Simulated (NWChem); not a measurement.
**Correlation energy of Be**

```
Be
```
Charge 0, spin multiplicity 1.

All runs are NWChem calculations.

Basis set: cc-pVTZ. Each correlation energy counts from its own Hartree-Fock reference.

The correlated methods keep 1 core orbital frozen. Coupled-cluster values serve here as a point of comparison, not as the truth.

**Question.** One of these methods gave a correlation energy of -45.6 mHa. Which?
A) CCSD
B) SCS-MP2
C) MP2

**Answer.** A, CCSD. The others give -28.2 (MP2), -33.8 (SCS-MP2).
